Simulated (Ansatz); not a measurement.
hydrogen chloride (ClH), SMILES Cl.

Geometry: PBE0-D3(BJ)/def2-TZVPD.

Two levels are set side by side: PBE/def2-TZVPD (Ansatz, a program for electronic structure) and PBE0/def2-TZVPD (Ansatz). Energy differences of separate SCF runs at the same geometry; the states with an electron removed or added have multiplicity 2 and 2. Differences are taken from unrounded values.

```json
[
 {"quantity": "vertical ionisation energy (eV)", "PBE0": "12.70", "PBE": "12.72", "PBE minus PBE0": "0.02"},
 {"quantity": "vertical singlet–triplet gap (eV)", "PBE0": "7.13", "PBE": "7.09", "PBE minus PBE0": "-0.05"}
]
```

Here PBE gives about what the other level gives.
